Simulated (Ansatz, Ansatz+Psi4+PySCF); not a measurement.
```tsv
atom	x (Å)	y (Å)	z (Å)
S	0.0000	0.0000	0.1250
H	0.0000	1.0106	-0.8285
H	0.0000	-1.0106	-0.8285
```

Basis set: cc-pVTZ on H; cc-pV(T+d)Z on S (spherical functions). Left uncorrelated: 5 orbitals. Charge 0, multiplicity 1.

Computed with Ansatz (development build ahead of 0.2.0); each method stands on the lowest determinant of its kind that the runs found. Restricted open shells among the atoms or ions are ROHF, correlated in semicanonical orbitals with singles.

The atomization energy at this shape (free ground-state atoms in the same class of orbitals less the molecule, no zero-point energy) of singlet H₂S:

| method | atomization energy |
| --- | --- |
| RHF-MP2 | 7.50 eV |
| RHF | 5.67 eV |

Task: What does RHF-CCSD(T) give?

Result: 7.67 eV.
